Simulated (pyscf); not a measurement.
Single points on ωB97X-D3(BJ)/def2-SVP structures (PySCF, gas phase). MP2 and CC: frozen core, UHF for open shells. ΔMP2 is the change of the MP2 total energy from the triple- to the quadruple-zeta basis.

Problem. For the elementary gas-phase step P≡P + PH₃ → HP=P–PH₂ (singlet surface; H–P broken, P–P, H–P formed), what barrier and reaction energy does MP2/def2-QZVPP give, measured from the separated reactants?

Solution. ΔE‡ = 1.32 eV, ΔE = -0.25 eV. CCSD(T)/def2-TZVPP + ΔMP2(QZVPP) gives 1.47 eV and -0.27 eV. Zero-point energy shifts the barrier by -0.01 eV. It is an addition across a multiple bond or ene-type step, with an imaginary mode of 1330i cm⁻¹. This is the saddle that the search found; another between the same sides may lie lower. The CCSD(T) − MP2 part came from Ansatz, without density fitting, on the same reference.
